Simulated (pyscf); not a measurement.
H₂N–Ti(OH)(Cl)–Cl → O=Ti(Cl)–Cl + ammonia (NH₃), an elimination (singlet surface; H–O, N–Ti broken, H–N formed). Optimised with ωB97X-D3(BJ)/def2-SVP in PySCF. Energies in kJ/mol from the reactant's lowest minimum found.

Small-basis levels: PySCF, no dispersion term, spherical d functions. AM1 to PM7: differences of heats of formation from MOPAC, which are fitted to 298 K values and so differ in kind from electronic energies by zero-point and thermal terms. GFN2-xTB: tblite. Cost: rough CPU time at the saddle relative to B3LYP/6-31G*+LANL2DZ, from one job on a shared machine.

| level | barrier | reaction energy | cost |
|---|---|---|---|
| HF/3-21G | 194.9 | +274.6 | 0.09 |
| MP2/6-31G*+LANL2DZ | … | +103.8 | 0.1 |
| SVWN5/6-31G*+LANL2DZ | 101.0 | +233.1 | 1 |
| PBE/6-31G*+LANL2DZ | 109.9 | +171.9 | 2 |
| B3LYP/3-21G | 122.0 | +249.9 | 0.9 |
| B3LYP/LANL2DZ | 167.1 | +227.2 | 0.8 |
| B3LYP/6-31G*+LANL2DZ | 129.6 | +171.3 | 1 |
| M06-2X/6-31G*+LANL2DZ | 131.9 | +185.3 | 2 |
| B3LYP/def2-SVP | 120.3 | +165.8 | 1 |
| GFN2-xTB | 133.4 | +284.2 | under 0.02 |
| PM6 | … | +142.0 | under 0.02 |
| PM7 | 295.5 | +297.4 | under 0.02 |
| ωB97M-D3(BJ)/def2-TZVP | … | +158.1 | – |

Problem. Complete the blanks.

Solution. 
- MP2/6-31G*+LANL2DZ, barrier: 116.0
- PM6, barrier: 261.8
- ωB97M-D3(BJ)/def2-TZVP, barrier: 127.9

Against the last row the barrier runs from -26.9 (SVWN5/6-31G*+LANL2DZ) to +167.6 kJ/mol (PM7). ωB97M-D3(BJ)/def2-TZVP has limits of its own. On the reactant side the descent ends in a point that may be a rotor saddle (no frequency run), 8.4 kJ/mol over the lowest minimum found and 119.4 kJ/mol under the saddle at ωB97X-D3(BJ)/def2-TZVP. On the product side the descent ends in an adduct with a N–Ti contact, 194.7 kJ/mol under the separated species and 156.7 kJ/mol under the saddle at ωB97X-D3(BJ)/def2-TZVP. At ωB97M-D3(BJ) the saddle lies under the separated products, which points to a path from their complex (located at ωB97X-D3(BJ) alone), and parting the products costs more than the saddle. What is counted as broken (N–Ti) persists as a longer contact in the product adduct; parting that adduct is a step of its own. At the saddle there is also a short H–Ti contact that neither side keeps. This is the saddle that the search found; another between the same sides may lie lower.
